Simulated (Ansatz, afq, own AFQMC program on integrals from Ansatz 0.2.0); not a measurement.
# Br, doublet → Br⁺, singlet

A free Br atom.

E(singlet, charge +1) − E(doublet, charge +0) at this geometry, on UHF and RHF determinants.

Basis cc-pVQZ. Only valence electrons are correlated. Integrals, coupled cluster, full CI and functionals: Ansatz 0.2.0; the random walks run on the same integrals in our own AFQMC program. ph-AFQMC/CISD is guided by a CISD state made of CCSD amplitudes; releasing the constraint for a short imaginary time cuts its bias at the price of noise, slowly where states lie close. Error bars are statistical, one sigma. No spin–orbit coupling. The errors of all members are added in quadrature.

No full CI on the walks' own integrals is used here; CCSDT(Q) serves as the reference and is uncertain by about the last step of the cluster series. Each member takes its own surest rung, up to full CI.

Errors are counted within cc-pVQZ, not against nature.

Cautions: inner d shell frozen; no relativity below Rb; no spin-orbit coupling; Br (doublet): the released energies move by 1.5 errors or more from one time to the next, so no released level is given (meV from the phaseless value at times in 1/Eh: -3.8 ± 2.2 at 0.24, -2.7 ± 1.4 at 0.51, -6.2 ± 1.5 at 0.99, -4.7 ± 1.1 at 1.62, -9.7 ± 1.9 at 2.40), though the last usable value meets CCSDT(Q) within the noise; Br⁺ (singlet): another spin lies lower, restricted determinant unstable towards unrestricted (UHF 1.93 eV lower, ⟨S²⟩ 1.02), strong correlation (T1 0.009, weight of the determinant 0.82, largest double 0.26), the determinant fills the p orbitals unequally in pairs, so it mixes two states of the atom (¹D and ¹S), and each level undoes that mixture to a different degree, while full CI gives the lower state, CCSDT(Q) on the UHF determinant differs (1.29 eV lower), perhaps since the unrestricted series falls towards higher spin; this isn't the first ionization.

```
level  vertical ionization energy (kcal/mol)
   HF                                  305.1
 CCSD                                  305.6
```

**Question.** From these cheaper values, estimate the vertical ionization energy at the reference level in cc-pVQZ.

**Answer.** 300.6 kcal/mol (CCSDT(Q) in cc-pVQZ).

```tsv
level	vertical ionization energy (kcal/mol)	error against CCSDT(Q) (kcal/mol)
MP2	314.8	14.3
CCSD(T)	303.6	3.1
CCSDT	302.5	1.9
ph-AFQMC/HF	300.2 ± 0.7	-0.3 ± 0.7
```

Correlation beyond CCSD(T) takes off 3.1 kcal/mol. The perturbative (T) step is worth −2.0 kcal/mol. Where a determinant mixes two states, these steps and errors hold in part the undoing of that mixture, and only full CI is sure.
